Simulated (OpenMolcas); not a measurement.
# One shape, several levels: C3H4F2 (SMILES FC=CCF)

We compute a comparison of 6 runs (HF/STO-3G, B2PLYP/6-31G*, B3LYP/6-31G*, SVWN5/6-31G*, TPSS/6-31G*, revPBE/6-31G*) of C3H4F2. 

Program for the calculation: OpenMolcas 26.06.

## Step 1: Starting point

C3H4F2 has 9 atoms, charge 0, and is taken as a singlet. SMILES: `FC=CCF`. The F1–C2 distance was set to 2.405 Å, away from the relaxed value. At this shape a bond of the SMILES string is far longer than usual.

Bond lengths: C2–C3 1.320 Å, C3–C4 1.485 Å, C4–F5 1.387 Å, C2–H6 1.084 Å, C3–H7 1.084 Å, C4–H8 1.095 Å, C4–H9 1.091 Å. Angles: C2–C3–C4 124.9°, C3–C4–F5 109.9°, C2–C3–H7 117.2°, C4–C3–H7 117.9°, C3–C2–H6 125.2°, C3–C4–H8 111.0°, C3–C4–H9 111.5°, F5–C4–H8 107.0°, F5–C4–H9 108.2°, H8–C4–H9 109.1°.

## Step 2: The energy at HF/STO-3G (run 1)

mol.xyz reads:

```xyz
9

F     -2.582881     1.320185    -0.456527
C     -0.756800    -0.083800    -1.148800
C      0.269900    -0.355400    -0.364300
C      0.439500     0.155200     1.019400
F      1.656600     0.811400     1.133700
H     -0.888900    -0.458700    -2.156900
H      1.042400    -1.001300    -0.765600
H      0.449800    -0.666700     1.742700
H     -0.352600     0.856800     1.286900
```

calc.inp reads:

```
>>> EXPORT MOLCAS_PRINT=2

&gateway
  baslib=$CurrDir
  coord=mol.xyz
  basis=STO-3G
  group=NoSym

&seward

&scf
  thresholds=1e-10 1e-07 1e-07 1e-05
  prorbitals=1 2
```

The basis set STO-3G is read from a file made from the Basis Set Exchange's data (not shown).

On the command line:

```sh
$ export MOLCAS_MEM=1860
$ pymolcas calc.inp > calc.log
```

The program printed:

```text
--- Start Module: gateway ---
[...]
--- Stop Module: gateway /rc=_RC_ALL_IS_WELL_ ---
--- Start Module: seward ---
[...]
      Basis functions           29
--- Stop Module: seward /rc=_RC_ALL_IS_WELL_ ---
[...]
--- Start Module: scf ---
[...]
       Convergence after  17 Iterations
[...]
::    Total SCF energy                               -310.2493745981
[...]
      Total spin, S                                     0.0000000000
[...]
      Total electronic charge=   40.000000
      Total            charge=   -0.000000
[...]
      Dipole Moment (debye):
      Origin of the operator (angstrom)=   -0.2296    0.4589    0.0903
                   X=  3.6032E-01               Y= -1.5824E+00               Z= -5.3060E-01           Total=  1.7074E+00
      Quadrupole Moment (debye*angstrom):
[...]
--- Stop Module: scf /rc=_RC_ALL_IS_WELL_ ---
[...]
```

It took 2.3 s on 1 thread of Intel Xeon Platinum 8259CL at 2.50GHz (Skylake/Cascade Lake), shared host; peak memory 0.37 GiB.

## Step 3: A single-point energy at B2PLYP/6-31G(d) (spherical functions) (run 2)

job.inp reads:

```
* C3H4F2 Kohn-Sham DFT

&GATEWAY
 BasLib=$CurrDir
 Coord
 9
 angstrom
 F       -2.582881       1.320185      -0.456527
 C       -0.756800      -0.083800      -1.148800
 C        0.269900      -0.355400      -0.364300
 C        0.439500       0.155200       1.019400
 F        1.656600       0.811400       1.133700
 H       -0.888900      -0.458700      -2.156900
 H        1.042400      -1.001300      -0.765600
 H        0.449800      -0.666700       1.742700
 H       -0.352600       0.856800       1.286900
 Basis=6-31Gs
 Group=NoSym

&SEWARD
 GridInput
 Grid=UltraFine
 End of Grid

&SCF
 KSDFT=B2PLYP_SCF
 Thresholds=1e-10 1e-07 1e-07 1e-05
 PrOrbitals=0

&MBPT2
 Frozen=5
```

The basis set 6-31G* is read from a file made from the Basis Set Exchange's data (not shown).

On the command line:

```sh
$ export MOLCAS_MEM=1860
$ pymolcas job.inp > job.log
```

The program printed:

```text
--- Start Module: gateway ---
[...]
--- Stop Module: gateway /rc=_RC_ALL_IS_WELL_ ---
[...]
      Basis functions           78
[...]
--- Start Module: scf ---
[...]
       Convergence after  19 Iterations
[...]
::    Total KS-DFT energy                            -315.6394783072
[...]
      Total spin, S                                     0.0000000000
[...]
      Total electronic charge=   40.000000
      Total            charge=   -0.000000
[...]
      Dipole Moment (debye):
      Origin of the operator (angstrom)=   -0.2296    0.4589    0.0903
                   X=  3.0240E+00               Y= -4.0153E+00               Z= -1.0400E+00           Total=  5.1331E+00
      Quadrupole Moment (debye*angstrom):
[...]
--- Stop Module: scf /rc=_RC_ALL_IS_WELL_ ---
[...]
--- Start Module: mbpt2 ---
[...]
 ###    WARNING: MP2 implementation intended for RHF references only         ###
 ###############################################################################
MBPT2 WARNING: Reference function according to RunFile:KS-DFT
I'll assume you know what you're doing and continue
WARNING!
Default frozen orbitals as non valence orbitals is overwritten by user input.
Default values:   5
[...]
       Reference weight ( Cref**2 )         =        0.67812
::    Total MBPT2 energy                             -316.5891967921
[...]
      Total MBPT2 calculations                           0.28      0.33
--- Stop Module: mbpt2 /rc=_RC_ALL_IS_WELL_ ---
[...]
```

It took 35 s on 1 thread of Intel Xeon Platinum 8259CL at 2.50GHz (Skylake/Cascade Lake), shared host; peak memory 0.44 GiB.

Runs 3 to 5 aren't shown in full; the table further down has their settings and results.

## Step 4: The energy at revPBE/6-31G(d) (spherical functions) (run 6)

run.inp reads:

```
>>> EXPORT MOLCAS_PRINT=2

&GATEWAY
 BASLIB
 $CurrDir
 COORD
 9
 angstrom
 F       -2.582881       1.320185      -0.456527
 C       -0.756800      -0.083800      -1.148800
 C        0.269900      -0.355400      -0.364300
 C        0.439500       0.155200       1.019400
 F        1.656600       0.811400       1.133700
 H       -0.888900      -0.458700      -2.156900
 H        1.042400      -1.001300      -0.765600
 H        0.449800      -0.666700       1.742700
 H       -0.352600       0.856800       1.286900
 BASIS
 6-31Gs
 GROUP
 NoSym

&SEWARD
 GRIDINPUT
 Grid=UltraFine
 End of Grid

&SCF
 KSDFT
 revPBE
 THRESHOLDS
 1e-10 1e-07 1e-07 1e-05
 PRORBITALS
 1 1
```

The basis set 6-31G* is read from a file made from the Basis Set Exchange's data (not shown).

On the command line:

```sh
$ export MOLCAS_MEM=1860
$ pymolcas run.inp > run.log
```

The program printed:

```text
--- Start Module: gateway ---
[...]
--- Stop Module: gateway /rc=_RC_ALL_IS_WELL_ ---
--- Start Module: seward ---
[...]
      Basis functions           78
--- Stop Module: seward /rc=_RC_ALL_IS_WELL_ ---
[...]
--- Start Module: scf ---
[...]
       Convergence after  30 Iterations
[...]
::    Total KS-DFT energy                            -316.1027908842
[...]
      Total spin, S                                     0.0000000000
[...]
      Total electronic charge=   40.000000
      Total            charge=   -0.000000
[...]
      Dipole Moment (debye):
      Origin of the operator (angstrom)=   -0.2296    0.4589    0.0903
                   X=  2.5185E+00               Y= -3.2818E+00               Z= -7.4950E-01           Total=  4.2042E+00
      Quadrupole Moment (debye*angstrom):
[...]
--- Stop Module: scf /rc=_RC_ALL_IS_WELL_ ---
[...]
```

Run time: 55 s. Hardware: 1 thread of Intel Xeon Platinum 8259CL at 2.50GHz (Skylake/Cascade Lake), shared host; peak memory 0.44 GiB.

## Step 5: All runs side by side

```
run                                level  frozen core orbitals  integration grid  energy (Eh)  dipole moment (D)  HOMO energy (eV)  LUMO energy (eV)  wall time
  1                            HF/STO-3G                     –                 –  -310.249375               1.71             -7.09              2.66      2.3 s
  2  B2PLYP/6-31G* (spherical functions)                     5         UltraFine  -315.895902               5.13             -9.79             -2.92       35 s
  3   B3LYP/6-31G* (spherical functions)                     –         UltraFine  -316.188694               4.53             -8.02             -4.51       39 s
  4   SVWN5/6-31G* (spherical functions)                     –         UltraFine  -313.818326               4.32             -6.29             -5.31       25 s
  5    TPSS/6-31G* (spherical functions)                     –         UltraFine  -316.234155               4.26             -6.43             -5.09       59 s
  6  revPBE/6-31G* (spherical functions)                     –         UltraFine  -316.102791               4.20             -6.16             -5.08       55 s
```

## Step 6: Summary of results

| quantity | value |
| --- | --- |
| run 6: total energy | -316.10279 Eh |
| run 6: dipole moment | 4.20 D |
| run 6: HOMO energy | -6.16 eV |
| run 6: LUMO energy | -5.08 eV |
| run 6: HOMO–LUMO gap | 1.08 eV |

**Reading.** The dipole moment (its size) runs from 1.71 D (HF/STO-3G) to 5.13 D (B2PLYP/6-31G*). The two ends differ in method and basis. A double hybrid's value is that of its SCF part. The HOMO–LUMO gap runs from 0.99 eV (SVWN5/6-31G*) to 9.75 eV (HF/STO-3G). For B2PLYP the log adds the whole second-order term; the table takes 0.27 of it, as the functional is defined. Totals of different functionals can't be ranked against each other. In run 1 the basis is minimal, so the values are rough. In runs 1, 2, 3, 4, 5, 6 a closed-shell determinant meets a far-stretched bond, which it describes badly. All runs together took 3.6 min, the longest 59 s.
